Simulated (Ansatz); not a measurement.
**Al2− (doublet): wave-function methods side by side, aug-cc-pVDZ**

An exercise on one series of results from a longer session: the logs are not shown, and one member is left open.

Method: aug-cc-pVDZ, core rule «outside noble gas», up to 10 orbitals frozen; program: Ansatz 0.2.0, Gaussian basis.

Plan: UHF; CCSD(T) on ROHF; CCSD(T) on UHF; BCCD(T) on ROHF; CISD; CCSDT(Q) on ROHF; CCSDT(Q) on UHF; CISDTQ; CCSDTQ on ROHF; CCSDTQ on UHF; CASSCF and MRCISD+Q, 7 electrons in 8 orbitals; CASSCF and NEVPT2, 7 electrons in 8 orbitals; Full CI; Full CI in the symmetry of the determinant.

4 further runs of the same task are left out: 1 that didn't finish, 3 set aside as unsound or not needed.

**The system**

The geometry is a PBE0/def2-TZVPD stationary point (not a proven minimum).

2 atoms, charge -1, spin multiplicity 2.

Atoms are counted from 1 here; the program's logs count them from 0.

Bond lengths: Al1–Al2 2.538 Å.

The first run:

File in.yaml:

```yaml
crystal:
  periodic: [false, false, false]
  atoms:
    - {symbol: Al, position_ang: [0.000000, 0.000000, 0.000000]}
    - {symbol: Al, position_ang: [0.000000, 0.000000, 2.538000]}
basis:
  gaussian: {orbitals: aug-cc-pVDZ}
total_charge: -1
magnetization: {spin_polarized: true, initial_magnetization: 1}
hamiltonian: {xc: hf}
output: {orbitals: {seedname: orbitals}}
```

Command:

```sh
$ ansatz run in.yaml --threads 1 --pin off --events-out ev --progress --plain --max-ram 2513MiB --backend cpu
```

Steps of the session up to this table: UHF; CCSD(T) on ROHF; CCSD(T) on UHF; BCCD(T) on ROHF; CISD; CCSDT(Q) on ROHF; CCSDT(Q) on UHF; CISDTQ; CCSDTQ on ROHF; CCSDTQ on UHF; CASSCF and MRCISD+Q, 7 electrons in 8 orbitals; CASSCF and NEVPT2, 7 electrons in 8 orbitals; Full CI; Full CI in the symmetry of the determinant.

One table of the session follows, with a row left open; its other results are not shown here.

```
   method  from FCI (kJ/mol)
     RMP2             +106.2
     CISD              +78.9
    RCCSD              +45.1
 RCCSD(T)              +11.3
  BCCD(T)              +11.6
   RCCSDT               +6.1
   CISDTQ               +9.9
RCCSDT(Q)               +1.1
  RCCSDTQ                  ?
      FCI                  0
```

Q: Estimate the row for RCCSDTQ from the others.

The run gave: from FCI (kJ/mol): +0.7. In the column «from FCI (kJ/mol)» it lies between FCI (0) and RCCSDT(Q) (+1.1).

Limits of these values: Left out of the table: CASSCF valence, NEVPT2 valence, MRCISD valence, MRCISD+Q valence (the active space lost an orbital or holds another state than full CI finds). Left out of the table: ROHF, UHF, UMP2, UCCSD, UCCSD(T), UCCSDT, UCCSDT(Q), UCCSDTQ (another determinant or state than the rows shown).
